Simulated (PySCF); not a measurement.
# Working out the ionisation energy of P

P [Ne] 3s2 3p3 (4S) → P⁺ [Ne] 3s2 3p2 (3P). Calculation: PySCF 2.14, in aug-cc-pVDZ-DK (5s4p2d, 27 functions); scalar relativity by spin-free X2C-1e. Frozen: [Ne]. Energies in hartree (1 hartree = 27.21139 eV):

| part | P (lower) | P⁺ (upper) |
| --- | --- | --- |
| UHF | -341.524308 | -341.159399 |
| CCSD correlation | -0.085087 | -0.070962 |
| (T) | -0.001546 | -0.001045 |

**Question.** What does Hartree-Fock give?

**Answer.** (-341.159399) − (-341.524308) = 0.364909 hartree = 9.930 eV.

**Question.** What do CCSD and CCSD(T) give?

**Answer.** The CCSD correlation energies differ by 0.014125 hartree = 0.384 eV and the triples by 0.000501 hartree = 0.014 eV, so CCSD gives 10.314 eV and CCSD(T) 10.328 eV.

Measured between the centres of the two terms (NIST): 10.526 eV, so CCSD(T) (valence) is off by -0.198 eV.

A double-zeta basis recovers only part of the correlation energy.

What remains against the reference includes basis incompleteness, the frozen core and higher excitations.
